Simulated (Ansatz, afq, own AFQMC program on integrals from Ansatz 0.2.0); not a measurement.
AFQMC on a folder of integrals that Ansatz 0.2.0 wrote.

```yaml
crystal:
  periodic: [false, false, false]
  atoms:
    - {symbol: V, position_ang: [0.007395, -0.007402, 0.007732]}
    - {symbol: H, position_ang: [0.985192, 0.973509, 1.023282]}
    - {symbol: H, position_ang: [-0.974387, -0.982972, 1.024581]}
    - {symbol: H, position_ang: [-1.372181, 1.373401, -1.434656]}
    - {symbol: H, position_ang: [0.987625, -0.989855, -1.003975]}
basis:
  gaussian: {orbitals: def2-TZVP}
magnetization: {spin_polarized: true, initial_magnetization: 3}
correlation: {method: ccsd_t, electrons: outside_noble_gas, hamiltonian_folder: ham}
```

```sh
$ ansatz run in.yaml --threads 1 --pin off --events-out ev --progress --plain --max-ram 24576MiB --backend cuda --devices 0, --max-vram 18GiB
```

afq runs on the folder ham with

```
--method phaseless --trial cisd --walkers 4000 --populations 20 --least-time 60 --time-step 0.005 --steps-per-block 50 --equilibration-blocks 40 --max-blocks 4000 --target-error 0.00036 --factor-cut 1e-05 --start spin_pure --seed 9367 --release-times 0.24,0.6,1.2,2,3,4.2 --release-step 0.04 --release-every 3 --taylor-order 6
```

Times are imaginary, in 1/Eh. The walk had a cap of 293 s. With eight or more populations the least sampling time is a fifth of least-time, and the error comes from their spread.

Log:

```
orbitals 60  electrons 6 3  factors 482 of 587
reference energy -945.02531882 Eh
CCSD correlation -0.15544622 Eh in 22 cycles, weight of the determinant in the CISD state 0.8614
energy of the start -945.179861 Eh
 block  time / (1/Eh)  mean weight  energy / Eh
     1     0.250  1.0001  -945.180213
     2     0.500  0.9999  -945.182013
     3     0.750  0.9999  -945.183806
     4     1.000  0.9999  -945.184824
     5     1.250  1.0002  -945.185985
     8     2.000  0.9999  -945.187867
    11     2.750  0.9999  -945.188676
    17     4.250  1.0003  -945.189548
    23     5.750  1.0003  -945.190651
    29     7.250  1.0000  -945.190212
    35     8.750  1.0001  -945.189703
    41    10.250  1.0000  -945.190403
    43    10.750  1.0002  -945.191796
    47    11.750  1.0001  -945.190048
    53    13.250  0.9998  -945.190311
    59    14.750  1.0001  -945.189370
    65    16.250  0.9998  -945.190029
    71    17.750  1.0000  -945.190390
    77    19.250  1.0000  -945.188913
    83    20.750  0.9994  -945.185515
    89    22.250  1.0001  -945.189040
    95    23.750  0.9999  -945.189570
    99    24.750  0.9999  -945.189047
error from the spread of 20 populations
released: time / (1/Eh)  energy / Eh  error  mean overlap
  0.24  -945.189915  0.000255  0.9985
  0.60  -945.190321  0.000182  0.9979
  1.20  -945.190619  0.000256  0.9941
  2.00  -945.190429  0.000567  0.9861
  3.00  -945.191569  0.000468  0.9896
  4.20  -945.190470  0.001074  0.9911
energy -945.189381 +/- 0.000192 Eh
(rows thinned)
```

The run passed its tests (sampling time, drift between the halves within three errors, error under three times the target), which doesn't prove that it has relaxed. The second half of the sampling lies above the first by 1.6 errors of their difference, so the energy may still be moving and its error bar be too small.

Against this walk (error 5.2 meV) on the same determinant: CCSD(T) 20.2 meV higher, CCSDT(Q) 59.1 meV lower. The error is statistical and leaves out the bias of the constraint. None of these is a sure reference here. The released energies are still falling (meV from the phaseless value at times in 1/Eh: -26 ± 5 at 0.60, -34 ± 7 at 1.20, -29 ± 15 at 2.00, -60 ± 13 at 3.00, -30 ± 29 at 4.20), so they give no level; they do show a bias of the constraint, and the last of them that isn't too noisy lies 25 meV above CCSDT(Q).

Cautions: constraint bias not in the error; no relativity below Rb; outer-core shells of the metal frozen; lower spins were not checked; higher spins were not checked; strong correlation (T1 0.052, weight of the determinant 0.86, largest double 0.04); unrestricted determinant slightly spin contaminated (⟨S²⟩ 3.82 against 3.75).

The walk took 110 s on 1 × NVIDIA H100 80GB HBM3 with 2 threads of AMD EPYC 7R13 Processor (Zen 3) (shared host) (the card was shared). The log's last line is the phaseless energy.

CCSDT and higher add their correlation energy to the determinant of the CCSD(T) run, since their own runs factorise the integrals more tightly (a shift of under 2 meV). A walk keeps the symmetry of its determinant, which the program's search chose and which needn't be the lowest solution, so a lower state of the same spin and another symmetry isn't excluded.
